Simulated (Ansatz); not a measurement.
Question: Name a neutral molecule of C, N and H with HOMO–LUMO gap (PBE/def2-TZVPP) between 5.25 and 5.55 eV and HOMO energy (ωB97M-V/def2-TZVPP) between -9.35 and -9.05 eV (Ansatz, PBE0-D4/def2-TZVP geometry).

Answer: `CCC(=N)N` (5.26 eV, -9.14 eV); `NCN` (5.55 eV, -9.32 eV); `C/N=C\N` (5.32 eV, -9.06 eV); `CC(=N)N` (5.48 eV, -9.28 eV); `CC(N)N` (5.47 eV, -9.16 eV); `N=C(N)N` (5.36 eV, -9.09 eV). Other molecules can fit too; these were computed, each in one conformer that needn't be the lowest.
